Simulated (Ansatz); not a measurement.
Basis-set extrapolation for hydrogen sulfide (`S`) (PBE0-D4/def2-TZVP geometry, frozen core, the Gaussian-basis code of Ansatz). Multiplicity 1, RHF reference.

```csv
,def2-TZVPP,def2-QZVPP
HF,-398.707649,-398.719438
MP2 correlation,-0.191131,-0.207365
CCSD(T) correlation,-0.223466,-0.238781
```

Energies in hartree. Use E(X) = E(∞) + A·exp(−7.88·√X) for Hartree–Fock and E(X) = E(∞) + B·X^(−2.97) for correlation, with X = 3 and 4.

Task: What is the CCSD(T) energy at the basis-set limit?

Result: HF limit: -398.719438 + (-0.011789) × 0.13774 = -398.72106. Correlation limit: -0.238781 + (-0.015315) × 0.74074 = -0.25013. Total: -398.97119 hartree, 25.1 kcal/mol below CCSD(T)/def2-TZVPP.
